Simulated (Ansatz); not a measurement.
Species: trans-butane, C4H10, charge 0, multiplicity 1. SMILES: CCCC
Coordinates optimised at B3LYP-D3(BJ)/def2-TZVP (Ansatz, an electronic-structure program):
```xyz
14

C      0.6994     1.8273     0.0005
C      0.7016     0.3014     0.0009
C     -0.7016    -0.3014    -0.0009
C     -0.6994    -1.8273    -0.0005
H      1.7140     2.2299     0.0018
H     -1.7140    -2.2299    -0.0018
H      0.1846     2.2193     0.8812
H      0.1869     2.2190    -0.8816
H     -0.1869    -2.2190     0.8816
H     -0.1846    -2.2193    -0.8812
H      1.2502    -0.0651    -0.8732
H      1.2478    -0.0648     0.8765
H     -1.2478     0.0648    -0.8765
H     -1.2502     0.0651     0.8732
```

Computed values are from Ansatz. Valence correlation only, unless marked. Open shells are spin-unrestricted. Spin-orbit coupling is left out. Non-relativistic. CBS marks a two-point X^-3 extrapolation of the correlation energy; Hartree-Fock from the larger set. The bracket is a focal-point correction in the basis named.

Problem. What is the dipole moment at wB97M-V/def2-TZVPD?

Solution. 0.00 D.

Problem. What is the total energy at RI-MP2/CBS(cc-pVTZ,cc-pVQZ)+[CCSD(T)-MP2]/cc-pVTZ?

Solution. -158.2388 Eh.

Problem. What is the atomisation energy De at RI-MP2/CBS(cc-pVTZ,cc-pVQZ)+[CCSD(T)-MP2]/cc-pVTZ?

Solution. 5445.0 kJ/mol.

Problem. What is the T1 diagnostic at CCSD/cc-pVTZ?

Solution. 0.008.
